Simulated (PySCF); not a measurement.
**Ionising MgCl**

HSE06; Mg 6-311G(d,p), Cl 6-311G(d,p); no relativity (PySCF 2.14). Neutral (UKS): doublet (σ ↑), Re = 2.233 Å, ωe = 444 cm⁻¹, De = 3.30 eV, HOMO -5.50 eV, LUMO -3.27 eV.

MgCl⁺ (UKS): singlet (closed shell), Re = 2.127 Å, ωe = 546 cm⁻¹, De = 2.93 eV to Mg⁺ + Cl. The energies at the minima are -660.11084 hartree for MgCl and -659.82000 for MgCl⁺.

(1) Work out the adiabatic ionisation energy, without and with harmonic zero-point energies (1 hartree = 27.2114 eV, 1 eV = 8065.5 cm⁻¹), and the change of the bond length.

For an ion De counts to the pair picked by the measured ionisation energies or electron affinities, which need not be the lowest pair at this level. States were picked by a PBE0 search and need not be the measured ground states.

## Answers

(1) At HSE06: 0.29084 hartree = 7.914 eV between the minima; the zero-point term (546.0 − 444.0)/2 cm⁻¹ = +0.006 eV makes it 7.920 eV. Re changes by -10.6 pm against the neutral. The electron leaves a σ orbital; in so polar a molecule the change of length follows mostly from the change of the ionic charges.
